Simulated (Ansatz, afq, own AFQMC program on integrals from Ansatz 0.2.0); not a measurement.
## HfB, sextet → HfB⁺, septet

```xyz
2

Hf    0.0000    0.0000    0.0000
B     0.0000    0.0000    2.1360
```

E(septet, charge +1) − E(sextet, charge +0) at this geometry, on UHF and UHF determinants.

Basis def2-SVP with its core potentials. Noble-gas cores (and the filled d shells of Ga–Kr and In–Xe) are frozen. AFQMC by an in-house program on the Cholesky factors that Ansatz 0.2.0 writes for its CCSD(T) run. ph-AFQMC/CISD is guided by a CISD state made of CCSD amplitudes; releasing the constraint for a short imaginary time cuts its bias at the price of noise, slowly where states lie close. Uncertainties: one standard error, sampling alone. No spin–orbit coupling. The metal's outer-core s and p shells are frozen, which shifts wave-function levels against functionals. The errors of all members are added in quadrature.

No full CI on the walks' own integrals is used here; CCSDT(Q) serves as the reference and is uncertain by about the last step of the cluster series. Each member takes its own surest rung, up to full CI.

Errors are counted within def2-SVP, not against nature.

Cautions: no spin-orbit coupling; outer-core shells of the metal frozen; HfB (sextet): another spin lies lower, raised T1 diagnostic (T1 0.047, weight of the determinant 0.88, largest double 0.07), (T) is large, 6 % of the CCSD correlation, the released energies have errors that jump between times, so the bars are unsure, so no released level is given (meV from the phaseless value at times in 1/Eh: -19.1 ± 2.4 at 0.60, 51 ± 87 at 1.20, -49 ± 10 at 2.00, -28 ± 25 at 3.00, -54 ± 4 at 4.20), though the last usable value meets CCSDT(Q) within the noise, its ph-AFQMC/CISD value lies 59 ± 3 meV above CCSDT(Q); HfB⁺ (septet): lower spins were not checked, higher spins were not checked, the released energies have errors that jump between times, so the bars are unsure, so no released level is given (meV from the phaseless value at times in 1/Eh: -7.8 ± 1.4 at 0.60, -10 ± 4 at 1.20, -17 ± 5 at 2.00, 5 ± 22 at 3.00, -26 ± 3 at 4.20), though the last usable value meets CCSDT(Q) within the noise, its ph-AFQMC/CISD value lies 25.5 ± 0.8 meV above CCSDT(Q); this needn't be the first ionization.

```json
{"level": "CCSD", "vertical ionization energy (eV)": "9.754"}
{"level": "HF", "vertical ionization energy (eV)": "8.031"}
```

**Question.** From these cheaper values, estimate the vertical ionization energy at the reference level in def2-SVP.

**Answer.** 9.931 eV (CCSDT(Q) in def2-SVP).

```tsv
level	vertical ionization energy (eV)	error against CCSDT(Q) (eV)
MP2	9.583	-0.347
CCSD(T)	9.898	-0.033
CCSDT	9.917	-0.014
ph-AFQMC/CISD	9.897 ± 0.003	-0.033 ± 0.003
```

Correlation beyond CCSD(T) adds 0.033 eV. The perturbative (T) step is worth +0.144 eV.

A walk keeps the symmetry of its determinant, which the program's search chose and which needn't be the lowest solution, so a lower state of the same spin and another symmetry isn't excluded.
